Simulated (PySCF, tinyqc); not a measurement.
Inside a calculation (part 1 of 2). Method: G0W0 on RHF in the sto-3g basis, for CH2, spin multiplicity 1. The lowest restricted solution is unstable here: a spin-polarised one lies 0.0372 hartree lower (PySCF). Computed by tinyqc, a small Python program that keeps every step (integrals from PySCF). Settings: charge = 0, multiplicity = 1, basis = sto-3g, method = RHF, energy threshold = 1e-10, iteration cap = 52, orthogonalisation = symmetric, start = atomic densities, DIIS depth = 6. Command: `OMP_NUM_THREADS=1 python tinyqc.py 20293 20294 out.jsonl` (the two numbers bound the seeds that draw the settings). One thread of a shared host (Intel(R) Xeon(R) Processor @ 2.60GHz), about 0.1 s of CPU time with the checks. The early iterations of the SCF are left out here.

## One-electron integrals

Geometry (angstrom):
```
atom         x          y         z
C     0.000000   0.000000  0.000000
H     0.000000   1.007000  0.577000
H     0.000000  -1.007000  0.577000
```

Basis sto-3g: exponents (1/bohr^2) and contraction coefficients of normalised primitives:
```
element  l (shell)   exponent  coefficient
C            s (1)  71.616837     0.154329
C            s (1)  13.045096     0.535328
C            s (1)   3.530512     0.444635
C            s (2)   2.941249    -0.099967
C            s (2)   0.683483     0.399513
C            s (2)   0.222290     0.700115
C            p (3)   2.941249     0.155916
C            p (3)   0.683483     0.607684
C            p (3)   0.222290     0.391957
H            s (1)   3.425251     0.154329
H            s (1)   0.623914     0.535328
H            s (1)   0.168855     0.444635
```

Overlap, kinetic and nuclear-attraction integrals over the contracted functions; the nuclear repulsion is the sum of Za Zb / Rab.

nuclear repulsion = 5.73419549 hartree

overlap S, order 1C 1s, 1C 2s, 1C 2px, 1C 2py, 1C 2pz, 2H 1s, 3H 1s:
```
[[1.000000, 0.248362, 0.000000, 0.000000, 0.000000, 0.052826, 0.052826],
 [0.248362, 1.000000, 0.000000, 0.000000, 0.000000, 0.450911, 0.450911],
 [0.000000, 0.000000, 1.000000, 0.000000, 0.000000, 0.000000, 0.000000],
 [0.000000, 0.000000, 0.000000, 1.000000, 0.000000, 0.383566, -0.383566],
 [0.000000, 0.000000, 0.000000, 0.000000, 1.000000, 0.219779, 0.219779],
 [0.052826, 0.450911, 0.000000, 0.383566, 0.219779, 1.000000, 0.116503],
 [0.052826, 0.450911, 0.000000, -0.383566, 0.219779, 0.116503, 1.000000]]
```

kinetic energy T (hartree), order 1C 1s, 1C 2s, 1C 2px, 1C 2py, 1C 2pz, 2H 1s, 3H 1s:
```
[[15.891122, -0.085890, 0.000000, 0.000000, 0.000000, -0.012064, -0.012064],
 [-0.085890, 0.472250, 0.000000, 0.000000, 0.000000, 0.085291, 0.085291],
 [0.000000, 0.000000, 1.477728, 0.000000, 0.000000, 0.000000, 0.000000],
 [0.000000, 0.000000, 0.000000, 1.477728, 0.000000, 0.190572, -0.190572],
 [0.000000, 0.000000, 0.000000, 0.000000, 1.477728, 0.109196, 0.109196],
 [-0.012064, 0.085291, 0.000000, 0.190572, 0.109196, 0.760032, -0.010271],
 [-0.012064, 0.085291, 0.000000, -0.190572, 0.109196, -0.010271, 0.760032]]
```

nuclear attraction V (hartree), order 1C 1s, 1C 2s, 1C 2px, 1C 2py, 1C 2pz, 2H 1s, 3H 1s:
```
[[-34.564649, -4.418712, 0.000000, 0.000000, -0.014853, -0.955612, -0.955612],
 [-4.418712, -6.083078, 0.000000, 0.000000, -0.156641, -2.300113, -2.300113],
 [0.000000, 0.000000, -5.966183, 0.000000, 0.000000, 0.000000, 0.000000],
 [0.000000, 0.000000, 0.000000, -6.135472, 0.000000, -1.807054, 1.807054],
 [-0.014853, -0.156641, 0.000000, 0.000000, -6.021764, -1.069427, -1.069427],
 [-0.955612, -2.300113, 0.000000, -1.807054, -1.069427, -4.180373, -0.545102],
 [-0.955612, -2.300113, 0.000000, 1.807054, -1.069427, -0.545102, -4.180373]]
```

core Hamiltonian H = T + V (hartree), order 1C 1s, 1C 2s, 1C 2px, 1C 2py, 1C 2pz, 2H 1s, 3H 1s:
```
[[-18.673527, -4.504602, 0.000000, 0.000000, -0.014853, -0.967677, -0.967677],
 [-4.504602, -5.610828, 0.000000, 0.000000, -0.156641, -2.214821, -2.214821],
 [0.000000, 0.000000, -4.488455, 0.000000, 0.000000, 0.000000, 0.000000],
 [0.000000, 0.000000, 0.000000, -4.657744, 0.000000, -1.616481, 1.616481],
 [-0.014853, -0.156641, 0.000000, 0.000000, -4.544036, -0.960231, -0.960231],
 [-0.967677, -2.214821, 0.000000, -1.616481, -0.960231, -3.420341, -0.555373],
 [-0.967677, -2.214821, 0.000000, 1.616481, -0.960231, -0.555373, -3.420341]]
```

## Two-electron integrals

Functions are numbered as in S; the eight-fold symmetry (ij|kl) = (ji|kl) = (kl|ij) leaves the list below.

Two-electron integrals (ij|kl) in chemists' order, unique and non-zero (hartree):
```
(11|11) 3.541948    (21|11) 0.576921    (21|21) 0.111888    (22|11) 0.854682
(22|21) 0.205284    (22|22) 0.624709    (31|31) 0.020296    (32|31) 0.030858
(32|32) 0.137996    (33|11) 0.852436    (33|21) 0.205335    (33|22) 0.624568
(33|33) 0.672833    (41|41) 0.020296    (42|41) 0.030858    (42|42) 0.137996
(43|43) 0.036269    (44|11) 0.852436    (44|21) 0.205335    (44|22) 0.624568
(44|33) 0.600295    (44|44) 0.672833    (51|51) 0.020296    (52|51) 0.030858
(52|52) 0.137996    (53|53) 0.036269    (54|54) 0.036269    (55|11) 0.852436
(55|21) 0.205335    (55|22) 0.624568    (55|33) 0.600295    (55|44) 0.600295
(55|55) 0.672833    (61|11) 0.123450    (61|21) 0.023800    (61|22) 0.043594
(61|33) 0.043444    (61|41) 0.001262    (61|42) 0.002350    (61|44) 0.043794
(61|51) 0.000723    (61|52) 0.001347    (61|54) 0.000200    (61|55) 0.043559
(61|61) 0.005177    (62|11) 0.297586    (62|21) 0.072438    (62|22) 0.242728
(62|33) 0.236893    (62|41) 0.005986    (62|42) 0.041337    (62|44) 0.249900
(62|51) 0.003430    (62|52) 0.023685    (62|54) 0.007452    (62|55) 0.241164
(62|61) 0.016078    (62|62) 0.123872    (63|31) 0.007348    (63|32) 0.038807
(63|43) 0.008074    (63|53) 0.004626    (63|63) 0.015182    (64|11) 0.220462
(64|21) 0.054357    (64|22) 0.193132    (64|33) 0.183399    (64|41) 0.011262
(64|42) 0.069322    (64|44) 0.209216    (64|51) 0.002242    (64|52) 0.017485
(64|54) 0.010167    (64|55) 0.186574    (64|61) 0.012629    (64|62) 0.117068
(64|64) 0.123815    (65|11) 0.126322    (65|21) 0.031146    (65|22) 0.110663
(65|33) 0.105085    (65|41) 0.002242    (65|42) 0.017485    (65|44) 0.110626
(65|51) 0.008633    (65|52) 0.048826    (65|54) 0.011249    (65|55) 0.116157
(65|61) 0.007236    (65|62) 0.067079    (65|64) 0.062245    (65|65) 0.050848
(66|11) 0.447995    (66|21) 0.110914    (66|22) 0.422545    (66|33) 0.400123
(66|41) 0.011511    (66|42) 0.106772    (66|44) 0.450377    (66|51) 0.006596
(66|52) 0.061179    (66|54) 0.028795    (66|55) 0.416622    (66|61) 0.024976
(66|62) 0.272819    (66|64) 0.284752    (66|65) 0.163160    (66|66) 0.774606
(71|11) 0.123450    (71|21) 0.023800    (71|22) 0.043594    (71|33) 0.043444
(71|41) -0.001262   (71|42) -0.002350   (71|44) 0.043794    (71|51) 0.000723
(71|52) 0.001347    (71|54) -0.000200   (71|55) 0.043559    (71|61) 0.005008
(71|62) 0.015065    (71|64) 0.010780    (71|65) 0.006790    (71|66) 0.022937
(71|71) 0.005177    (72|11) 0.297586    (72|21) 0.072438    (72|22) 0.242728
(72|33) 0.236893    (72|41) -0.005986   (72|42) -0.041337   (72|44) 0.249900
(72|51) 0.003430    (72|52) 0.023685    (72|54) -0.007452   (72|55) 0.241164
(72|61) 0.015065    (72|62) 0.087754    (72|64) 0.059821    (72|65) 0.046196
(72|66) 0.150092    (72|71) 0.016078    (72|72) 0.123872    (73|31) 0.007348
(73|32) 0.038807    (73|43) -0.008074   (73|53) 0.004626    (73|63) 0.010020
(73|73) 0.015182    (74|11) -0.220462   (74|21) -0.054357   (74|22) -0.193132
(74|33) -0.183399   (74|41) 0.011262    (74|42) 0.069322    (74|44) -0.209216
(74|51) -0.002242   (74|52) -0.017485   (74|54) 0.010167    (74|55) -0.186574
(74|61) -0.010780   (74|62) -0.059821   (74|64) -0.031919   (74|65) -0.030888
(74|66) -0.095189   (74|71) -0.012629   (74|72) -0.117068   (74|74) 0.123815
(75|11) 0.126322    (75|21) 0.031146    (75|22) 0.110663    (75|33) 0.105085
(75|41) -0.002242   (75|42) -0.017485   (75|44) 0.110626    (75|51) 0.008633
(75|52) 0.048826    (75|54) -0.011249   (75|55) 0.116157    (75|61) 0.006790
(75|62) 0.046196    (75|64) 0.030888    (75|65) 0.033842    (75|66) 0.083757
(75|71) 0.007236    (75|72) 0.067079    (75|74) -0.062245   (75|75) 0.050848
(76|11) 0.069183    (76|21) 0.016891    (76|22) 0.058483    (76|33) 0.056967
(76|44) 0.058828    (76|51) 0.001336    (76|52) 0.009796    (76|55) 0.059596
(76|61) 0.003654    (76|62) 0.026540    (76|64) 0.021819    (76|65) 0.015803
(76|66) 0.054379    (76|71) 0.003654    (76|72) 0.026540    (76|74) -0.021819
(76|75) 0.015803    (76|76) 0.006983    (77|11) 0.447995    (77|21) 0.110914
(77|22) 0.422545    (77|33) 0.400123    (77|41) -0.011511   (77|42) -0.106772
(77|44) 0.450377    (77|51) 0.006596    (77|52) 0.061179    (77|54) -0.028795
(77|55) 0.416622    (77|61) 0.022937    (77|62) 0.150092    (77|64) 0.095189
(77|65) 0.083757    (77|66) 0.261907    (77|71) 0.024976    (77|72) 0.272819
(77|74) -0.284752   (77|75) 0.163160    (77|76) 0.054379    (77|77) 0.774606
```

## Orthogonalisation

S = U s U^T; symmetric (Loewdin) form X = U s^(-1/2) U^T, so that X^T S X = 1.

eigenvalues of S: [0.325894, 0.396186, 0.878811, 1.000000, 1.088610, 1.487311, 1.823188]

X, order 1C 1s, 1C 2s, 1C 2px, 1C 2py, 1C 2pz, 2H 1s, 3H 1s:
```
[[1.026881, -0.151648, 0.000000, 0.000000, -0.010633, 0.025194, 0.025194],
 [-0.151648, 1.249246, 0.000000, 0.000000, 0.107138, -0.307678, -0.307678],
 [0.000000, 0.000000, 1.000000, 0.000000, 0.000000, 0.000000, 0.000000],
 [0.000000, 0.000000, 0.000000, 1.163310, 0.000000, -0.270244, 0.270244],
 [-0.010633, 0.107138, 0.000000, 0.000000, 1.051017, -0.147038, -0.147038],
 [0.025194, -0.307678, 0.000000, -0.270244, -0.147038, 1.217861, -0.027533],
 [0.025194, -0.307678, 0.000000, 0.270244, -0.147038, -0.027533, 1.217861]]
```

## Iteration 8 (converged): orbitals

converged F (hartree), order 1C 1s, 1C 2s, 1C 2px, 1C 2py, 1C 2pz, 2H 1s, 3H 1s:
```
[[-10.985599, -2.952974, 0.000000, 0.000000, -0.025518, -0.641603, -0.641603],
 [-2.952974, -1.434059, 0.000000, 0.000000, -0.072143, -0.648062, -0.648062],
 [0.000000, 0.000000, 0.237797, 0.000000, 0.000000, 0.000000, 0.000000],
 [0.000000, 0.000000, 0.000000, -0.213954, 0.000000, -0.366515, 0.366515],
 [-0.025518, -0.072143, 0.000000, 0.000000, -0.223421, -0.246125, -0.246125],
 [-0.641603, -0.648062, 0.000000, -0.366515, -0.246125, -0.434879, -0.174816],
 [-0.641603, -0.648062, 0.000000, 0.366515, -0.246125, -0.174816, -0.434879]]
```

Diagonalise F' = X^T F X, C = X C', fill 4 alpha and 4 beta electrons from the bottom; D = 2 C_occ C_occ^T. Each column has its largest component positive (the first on a tie).

F' = X^T F X (hartree):
```
[[-10.754125, -1.558551, 0.000000, 0.000000, -0.047450, -0.076558, -0.076558],
 [-1.558551, -0.599199, 0.000000, 0.000000, 0.120705, -0.410010, -0.410010],
 [0.000000, 0.000000, 0.237797, 0.000000, 0.000000, 0.000000, 0.000000],
 [0.000000, 0.000000, 0.000000, 0.133369, 0.000000, -0.429745, 0.429745],
 [-0.047450, 0.120705, 0.000000, 0.000000, -0.110847, -0.249396, -0.249396],
 [-0.076558, -0.410010, 0.000000, -0.429745, -0.249396, 0.011716, -0.047091],
 [-0.076558, -0.410010, 0.000000, 0.429745, -0.249396, -0.047091, 0.011716]]
```

orbital energies (hartree): [-10.991469, -0.800729, -0.512805, -0.280210, 0.237797, 0.572862, 0.704982]

coefficients C, order 1C 1s, 1C 2s, 1C 2px, 1C 2py, 1C 2pz, 2H 1s, 3H 1s:
```
[[0.993184, -0.219815, 0.000000, 0.122979, 0.000000, -0.170316, 0.000000],
 [0.029104, 0.693292, 0.000000, -0.561825, 0.000000, 0.993617, 0.000000],
 [0.000000, 0.000000, 0.000000, 0.000000, 1.000000, 0.000000, 0.000000],
 [0.000000, 0.000000, 0.518611, 0.000000, 0.000000, 0.000000, 1.109233],
 [0.005177, 0.142959, 0.000000, 0.807742, 0.000000, 0.697536, 0.000000],
 [-0.006522, 0.271768, 0.456328, 0.225598, 0.000000, -0.836998, -0.800187],
 [-0.006522, 0.271768, -0.456328, 0.225598, 0.000000, -0.836998, 0.800187]]
```

D after iteration 8, order 1C 1s, 1C 2s, 1C 2px, 1C 2py, 1C 2pz, 2H 1s, 3H 1s:
```
[[2.099713, -0.385166, 0.000000, 0.000000, 0.146104, -0.076946, -0.076946],
 [-0.385166, 1.594296, 0.000000, 0.000000, -0.709093, 0.122956, 0.122956],
 [0.000000, 0.000000, 0.000000, 0.000000, 0.000000, 0.000000, 0.000000],
 [0.000000, 0.000000, 0.000000, 0.537914, 0.000000, 0.473313, -0.473313],
 [0.146104, -0.709093, 0.000000, 0.000000, 1.345823, 0.442086, 0.442086],
 [-0.076946, 0.122956, 0.000000, 0.473313, 0.442086, 0.666059, -0.166880],
 [-0.076946, 0.122956, 0.000000, -0.473313, 0.442086, -0.166880, 0.666059]]
```

## Convergence

Stop when the energy changes by less than 1e-10 hartree and every element of the error matrix X^T (F D S - S D F) X is below 3e-06.

Course of the cycle:
```
iteration   E (hartree)     change  largest element of the error matrix
1          -38.19419502          -                             7.37e-01
2          -38.34920904  -1.55e-01                             4.56e-02
3          -38.35424396  -5.03e-03                             2.02e-02
4          -38.35507398  -8.30e-04                             6.08e-03
5          -38.35515974  -8.58e-05                             2.73e-04
6          -38.35515994  -1.95e-07                             3.23e-05
7          -38.35515994  -1.49e-09                             1.39e-06
8          -38.35515994  -2.15e-12                             1.18e-08
```

PySCF RHF in the same basis = -38.35515994 hartree

Converged in 8 iterations.

## Integrals over molecular orbitals

(pq|rs) = sum C_ip C_jq C_kr C_ls (ij|kl), one index at a time.

one-electron integrals over orbitals h = C^T H C (hartree):
```
[[-18.658771, 0.356985, 0.000000, -0.183600, 0.000000, 0.259749, 0.000000],
 [0.356985, -4.523650, 0.000000, 0.196206, 0.000000, -0.814700, 0.000000],
 [0.000000, 0.000000, -3.976109, 0.000000, 0.000000, 0.000000, -0.881949],
 [-0.183600, 0.196206, 0.000000, -4.345613, 0.000000, -0.386759, 0.000000],
 [0.000000, 0.000000, 0.000000, 0.000000, -4.488455, 0.000000, 0.000000],
 [0.259749, -0.814700, 0.000000, -0.386759, 0.000000, -3.492957, 0.000000],
 [0.000000, 0.000000, -0.881949, 0.000000, 0.000000, 0.000000, -3.660636]]
```

Two-electron integrals over orbitals (pq|rs), unique and non-zero (hartree):
```
(11|11) 3.507250    (21|11) -0.292193   (21|21) 0.038808    (22|11) 0.713918
(22|21) -0.007425   (22|22) 0.540403    (31|31) 0.007242    (32|31) 0.012783
(32|32) 0.143750    (33|11) 0.595606    (33|21) -0.002471   (33|22) 0.507080
(33|33) 0.517520    (41|11) 0.159894    (41|21) -0.018117   (41|22) 0.014319
(41|33) 0.006024    (41|41) 0.026329    (42|11) -0.084151   (42|21) 0.007258
(42|22) 0.022898    (42|33) 0.020289    (42|41) 0.013699    (42|42) 0.077129
(43|31) -0.002353   (43|32) 0.024096    (43|43) 0.032342    (44|11) 0.806691
(44|21) -0.012971   (44|22) 0.500105    (44|33) 0.461873    (44|41) -0.012076
(44|42) -0.085401   (44|44) 0.663865    (51|51) 0.021704    (52|51) 0.023596
(52|52) 0.090579    (53|53) 0.019547    (54|51) -0.012771   (54|52) -0.038199
(54|54) 0.050342    (55|11) 0.851990    (55|21) -0.009320   (55|22) 0.543079
(55|33) 0.477978    (55|41) 0.004612    (55|42) -0.044814   (55|44) 0.581165
(55|55) 0.672833    (61|11) -0.222882   (61|21) 0.031866    (61|22) -0.000123
(61|33) 0.000514    (61|41) -0.004994   (61|42) 0.014537    (61|44) -0.019013
(61|55) -0.005970   (61|61) 0.031695    (62|11) 0.243647    (62|21) -0.005656
(62|22) 0.081679    (62|33) 0.024241    (62|41) 0.014462    (62|42) 0.001152
(62|44) 0.076416    (62|55) 0.124643    (62|61) 0.001996    (62|62) 0.097280
(63|31) 0.001205    (63|32) -0.071436   (63|43) -0.029376   (63|63) 0.086797
(64|11) 0.106738    (64|21) 0.000121    (64|22) 0.035988    (64|33) 0.005206
(64|41) 0.004072    (64|42) -0.004843   (64|44) 0.057678    (64|55) 0.051528
(64|61) 0.002540    (64|62) 0.050164    (64|64) 0.034831    (65|51) 0.016586
(65|52) 0.056179    (65|54) -0.012800   (65|65) 0.043633    (66|11) 0.675804
(66|21) -0.005696   (66|22) 0.526060    (66|33) 0.505934    (66|41) 0.021296
(66|42) 0.055881    (66|44) 0.450413    (66|55) 0.495679    (66|61) 0.005967
(66|62) 0.057069    (66|64) 0.022549    (66|66) 0.561868    (71|31) 0.012523
(71|32) 0.020073    (71|43) -0.004323   (71|63) 0.001781    (71|71) 0.021766
(72|31) 0.008967    (72|32) 0.001841    (72|43) -0.030519   (72|63) 0.046253
(72|71) 0.014475    (72|72) 0.054180    (73|11) 0.253638    (73|21) -0.005909
(73|22) 0.060388    (73|33) 0.028491    (73|41) -0.000704   (73|42) -0.055417
(73|44) 0.123919    (73|55) 0.128168    (73|61) -0.006390   (73|62) 0.075250
(73|64) 0.042213    (73|66) 0.006234    (73|73) 0.117490    (74|31) -0.008304
(74|32) -0.069484   (74|43) 0.008067    (74|63) 0.039618    (74|71) -0.013983
(74|72) -0.009286   (74|74) 0.060251    (75|53) 0.018566    (75|75) 0.022571
(76|31) 0.008699    (76|32) 0.113121    (76|43) 0.035439    (76|63) -0.079967
(76|71) 0.013922    (76|72) -0.024132   (76|74) -0.051323   (76|76) 0.114855
(77|11) 0.750752    (77|21) -0.009256   (77|22) 0.516468    (77|33) 0.517684
(77|41) 0.003648    (77|42) -0.012891   (77|44) 0.524747    (77|55) 0.526913
(77|61) -0.007216   (77|62) 0.043512    (77|64) 0.015502    (77|66) 0.511608
(77|73) 0.067834    (77|77) 0.560090
```

## Screening: direct RPA

With D = e_a - e_i and K = (ia|jb): diagonalise D^(1/2) (D + 4K) D^(1/2) = Z w^2 Z^T; X + Y = D^(1/2) Z w^(-1/2), each column of Z with its largest component positive (the first on a tie); E_c = (sum w - tr (D + 2K)) / 2.

D^(1/2) (D + 4K) D^(1/2) (hartree^2), order 1>5, 1>6, 1>7, 2>5, 2>6, 2>7, 3>5, 3>6, 3>7, 4>5, 4>6, 4>7:
```
[[127.071296, 0.000000, 0.000000, 0.322318, 0.000000, 0.000000, 0.000000, 0.000000, 0.000000, -0.123204, 0.000000, 0.000000],
 [0.000000, 135.199907, 0.000000, 0.000000, 0.031813, 0.000000, 0.000000, 0.000000, -0.095917, 0.000000, 0.031911, 0.000000],
 [0.000000, 0.000000, 137.825281, 0.000000, 0.000000, 0.242988, 0.000000, 0.025380, 0.000000, 0.000000, 0.000000, -0.189865],
 [0.322318, 0.000000, 0.000000, 1.454807, 0.000000, 0.000000, 0.000000, 0.000000, 0.000000, -0.112069, 0.000000, 0.000000],
 [0.000000, 0.031813, 0.000000, 0.000000, 2.421245, 0.000000, 0.000000, 0.000000, 0.389298, 0.000000, 0.217207, 0.000000],
 [0.000000, 0.000000, 0.242988, 0.000000, 0.000000, 2.593482, 0.000000, 0.236547, 0.000000, 0.000000, 0.000000, -0.045242],
 [0.000000, 0.000000, 0.000000, 0.000000, 0.000000, 0.000000, 0.622093, 0.000000, 0.000000, 0.000000, 0.000000, 0.000000],
 [0.000000, 0.000000, 0.025380, 0.000000, 0.000000, 0.236547, 0.000000, 1.555608, 0.000000, 0.000000, 0.000000, 0.163895],
 [0.000000, -0.095917, 0.000000, 0.000000, 0.389298, 0.000000, 0.000000, 0.000000, 2.055315, 0.000000, 0.172103, 0.000000],
 [-0.123204, 0.000000, 0.000000, -0.112069, 0.000000, 0.000000, 0.000000, 0.000000, 0.000000, 0.372641, 0.000000, 0.000000],
 [0.000000, 0.031911, 0.000000, 0.000000, 0.217207, 0.000000, 0.000000, 0.000000, 0.172103, 0.000000, 0.846585, 0.000000],
 [0.000000, 0.000000, -0.189865, 0.000000, 0.000000, -0.045242, 0.000000, 0.163895, 0.000000, 0.000000, 0.000000, 1.208036]]
```

excitation energies w (hartree): [0.600911, 0.788729, 0.897206, 1.063304, 1.210540, 1.257510, 1.344936, 1.626184, 1.645974, 11.272632, 11.627553, 11.739931]

X + Y, order 1>5, 1>6, 1>7, 2>5, 2>6, 2>7, 3>5, 3>6, 3>7, 4>5, 4>6, 4>7:
```
[[0.003063, 0.000000, 0.000000, 0.000000, -0.008079, 0.000000, 0.000000, 0.000000, 0.000000, 0.998071, 0.000000, 0.000000],
 [0.000000, 0.000000, -0.001013, 0.000000, 0.000000, 0.000000, 0.002130, 0.000000, 0.000402, 0.000000, 0.997277, 0.000000],
 [0.000000, 0.000000, 0.000000, 0.003893, 0.000000, 0.002284, 0.000000, -0.004842, 0.000000, 0.000000, 0.000000, 0.998144],
 [0.133732, 0.000000, 0.000000, 0.000000, 0.921422, 0.000000, 0.000000, 0.000000, 0.000000, 0.000779, 0.000000, 0.000000],
 [0.000000, 0.000000, -0.133889, 0.000000, 0.000000, 0.000000, -0.548982, 0.000000, 0.760581, 0.000000, 0.000082, 0.000000],
 [0.000000, 0.000000, 0.000000, 0.110822, 0.000000, -0.207689, 0.000000, 0.940493, 0.000000, 0.000000, 0.000000, 0.000644],
 [0.000000, 0.975531, 0.000000, 0.000000, 0.000000, 0.000000, 0.000000, 0.000000, 0.000000, 0.000000, 0.000000, 0.000000],
 [0.000000, 0.000000, 0.000000, -0.407226, 0.000000, 0.827388, 0.000000, 0.172665, 0.000000, 0.000000, 0.000000, 0.000057],
 [0.000000, 0.000000, -0.119345, 0.000000, 0.000000, 0.000000, 0.798486, 0.000000, 0.459481, 0.000000, -0.000233, 0.000000],
 [0.923642, 0.000000, 0.000000, 0.000000, -0.066542, 0.000000, 0.000000, 0.000000, 0.000000, -0.000209, 0.000000, 0.000000],
 [0.000000, 0.000000, 0.964209, 0.000000, 0.000000, 0.000000, 0.021890, 0.000000, 0.105431, 0.000000, 0.000064, 0.000000],
 [0.000000, 0.000000, 0.000000, 0.876365, 0.000000, 0.366069, 0.000000, -0.005008, 0.000000, 0.000000, 0.000000, -0.000403]]
```

RPA correlation energy = -0.05785859 hartree
